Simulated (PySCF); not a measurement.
CH2, SMILES [CH2] (connectivity only; charge and spin as stated), neutral, multiplicity 1.

The structure is a stationary point at PBE-D3(BJ)/def2-TZVPD. The isomer is the one that the SMILES or the coordinates give; other isomers of the formula were not compared.

Method: PBE-D3(BJ)/def2-TZVPD (PySCF).

Frequencies are harmonic and unscaled.

### Question
Estimate the vibrational spectrum. (The exact figures need the calculation; the answer reports its results.)

### Answer

| mode | ν (cm⁻¹) | IR (km/mol) | moving atoms (share of kinetic energy) |
|---|---|---|---|
| 1 | 1364 | 1.2 | H 91 %, C 9 % |
| 2 | 2811 | 90.0 | H 95 % |
| 3 | 2885 | 74.0 | H 91 %, C 9 % |
